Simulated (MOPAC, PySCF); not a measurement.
C4H4S, SMILES `c1ccsc1`, neutral singlet in the gas phase. 

Cartesian coordinates (Å):
```xyz
9

C     -0.8244    -0.5589    -0.0454
C      0.5739    -0.8152    -0.0012
C      1.3147     0.3299     0.0571
S      0.3148     1.7272     0.0585
C     -1.1133     0.7751    -0.0197
H     -1.5791    -1.3303    -0.0940
H      1.0077    -1.8046    -0.0122
H      2.3868     0.4288     0.0991
H     -2.0811     1.2480    -0.0423
```
Charge 0, spin multiplicity 1.

All levels are single points at this geometry (B3LYP-D3(BJ)/def2-TZVP); Pople sets use spherical d functions. Orbital energies aren't observables, and empty levels follow the basis.

TPSSh-D3(BJ)/def2-TZVP in PySCF gives dipole (D) = 0.54.

Task: Estimate the dipole (D) from each of these levels: PBE-D3(BJ)/def2-TZVP in PySCF; B3LYP/3-21G in PySCF; B3LYP/6-31G* in PySCF; B3LYP/LANL2DZ in PySCF; M06-2X/6-31G* in PySCF; PBE/6-31G* in PySCF; SVWN5/6-31G* in PySCF; HF/3-21G in PySCF; HF/6-31G* in PySCF; AM1 in MOPAC; PM3 in MOPAC; PM7 in MOPAC.

Result: 
| level | dipole (D) |
|---|---|
| PBE-D3(BJ)/def2-TZVP in PySCF | 0.46 |
| B3LYP/3-21G in PySCF | 0.68 |
| B3LYP/6-31G* in PySCF | 0.59 |
| B3LYP/LANL2DZ in PySCF | 0.71 |
| M06-2X/6-31G* in PySCF | 0.58 |
| PBE/6-31G* in PySCF | 0.57 |
| SVWN5/6-31G* in PySCF | 0.57 |
| HF/3-21G in PySCF | 0.97 |
| HF/6-31G* in PySCF | 0.81 |
| AM1 in MOPAC | 0.05 |
| PM3 in MOPAC | 0.59 |
| PM7 in MOPAC | 0.18 |
